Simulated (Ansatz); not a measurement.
CH3OSi (SMILES [CH-]1O[SiH2]1) (charge -1), closed shell: a single point displaced at random from a GFN2-xTB minimum.

Input (in.yaml):

```yaml
crystal:
  periodic: [false, false, false]
  atoms:
    - {symbol: C, position_ang: [-1.078400, -0.689700, 0.140900]}
    - {symbol: O, position_ang: [0.427400, -1.154900, 0.100700]}
    - {symbol: Si, position_ang: [0.304600, 0.453900, 0.156900]}
    - {symbol: H, position_ang: [-1.453400, -0.815000, -0.918000]}
    - {symbol: H, position_ang: [1.041200, 1.172400, -0.946900]}
    - {symbol: H, position_ang: [0.901900, 1.071800, 1.393700]}
basis:
  gaussian: {orbitals: "def2-TZVPPD.json"}
total_charge: -1
hamiltonian: {xc: pbe0, dispersion: d4}
output: {forces: true, orbitals: {seedname: orbitals}}
```

The basis file named in the input lies beside it (Basis Set Exchange, JSON).

An equivalent command:

```bash
ansatz run in.yaml --threads 4 --pin off --events-out ev --progress --plain
```

The run's output (Ansatz 0.2.0):

```
Functional definition: PBE0
  name "PBE0"
  cite "Adamo & Barone, J. Chem. Phys. 110, 6158 (1999) doi:10.1063/1.478522"
  cite "Perdew, Burke & Ernzerhof, Phys. Rev. Lett. 77, 3865 (1996) doi:10.1103/PhysRevLett.77.3865"
  parent pbe
  parameter a = 0.25
  parameter kappa = 0.804
  parameter beta = 0.06672455060314922
  exchange = (1 - a)*pbe_x(kappa = kappa, mu = beta*pi^2/3) + a*exact_x
  correlation = pbe_c(beta = beta)
857 factors; their error is unknown
mean field evaluation 1: about -11001.4509 eV, gradient 2.5e1 eV
mean field evaluation 2: about -10996.4612 eV, gradient 4.6e1 eV
mean field evaluation 4: about -11003.1602 eV, gradient 2.6e0 eV
mean field evaluation 8: about -11003.1713 eV, gradient 1.4e-1 eV
mean field evaluation 16: about -11003.1909 eV, gradient 2.4e-4 eV
mean field -11003.19093921 eV, -404.3598087853 hartree, gradient 1.8e-5 eV, S^2 0.000000; 0 other end points of the search recorded, 0 dependent functions left out
the calculation of the forces begins
reference -11003.19097381 eV, -404.3598100566 hartree; 16, 16 occupied and 160, 160 virtual orbitals, 857 factors
Total energy: -11003.29260120 eV, -404.3635447946 hartree
Atom 0 at    -1.078400    -0.689700     0.140900 Å, force    -0.772376    -0.212399    -0.242309 eV/Å
Atom 1 at     0.427400    -1.154900     0.100700 Å, force     0.328280    -1.359619    -0.250392 eV/Å
Atom 2 at     0.304600     0.453900     0.156900 Å, force     0.347663     1.361003     0.124058 eV/Å
Atom 3 at    -1.453400    -0.815000    -0.918000 Å, force     0.272679     0.147736     0.422633 eV/Å
Atom 4 at     1.041200     1.172400    -0.946900 Å, force    -0.012504    -0.042176    -0.122306 eV/Å
Atom 5 at     0.901900     1.071800     1.393700 Å, force    -0.163742     0.105457     0.068315 eV/Å
Dipole moment:     0.437471     0.408107    -0.202140 e Å
```

Hardware: 4 CPU threads, shared host. Wall time about 1.4 s.
